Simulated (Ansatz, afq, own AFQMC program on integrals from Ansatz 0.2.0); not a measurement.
**CH$_{3}$, quartet in aug-cc-pVTZ, levels against CCSDT(Q)**

```xyz
4

C     0.0000    0.0000    0.0000
H     1.0799    0.0140   -0.0003
H    -0.5521    0.9282   -0.0027
H    -0.5278   -0.9423    0.0031
```

Basis aug-cc-pVTZ. Noble-gas cores (and the filled d shells of Ga–Kr and In–Xe) are frozen. AFQMC by an in-house program on the Cholesky factors that Ansatz 0.2.0 writes for its CCSD(T) run. The CISD trial takes its coefficients from CCSD amplitudes. Released means that phaseless walkers are propagated on without the constraint, phases kept. Error bars are statistical, one sigma.

Determinant: UHF, the one that the program's search chose, which needn't be the lowest solution. The geometry is a PBE0/def2-TZVP stationary point of this or a neighbouring charge and spin state.

No full CI on the walks' own integrals is used here; CCSDT(Q) serves as the reference and is uncertain by about the last step of the cluster series.

Cautions: another spin lies lower (by 10.64 eV); raised T1 diagnostic (T1 0.047, weight of the determinant 0.90, largest double 0.05); the released energies are still falling, so no released level is given (meV from the phaseless value at times in 1/Eh: -7 ± 5 at 0.24, -11 ± 3 at 0.51, -19 ± 4 at 0.99, -24 ± 5 at 1.62, -25 ± 9 at 2.40).

```
T1 diagnostic                               : 0.0472
weight of the determinant in the CISD state : 0.902
⟨S²⟩ of the determinant                     : 3.759
size of the correlated space                : 7 electrons in 114 orbitals
```

Reference: CCSDT(Q), correlation energy -4.488 eV.

```csv
level,E − E(reference) (mEh),share of correlation (%)
HF,164.93,0.00
MP2,31.02,81.19
CCSD,7.61,95.39
CCSD(T),1.88,98.86
CCSDT,0.29,99.82
ph-AFQMC/CISD,1.36 ± 0.15,99.18
```
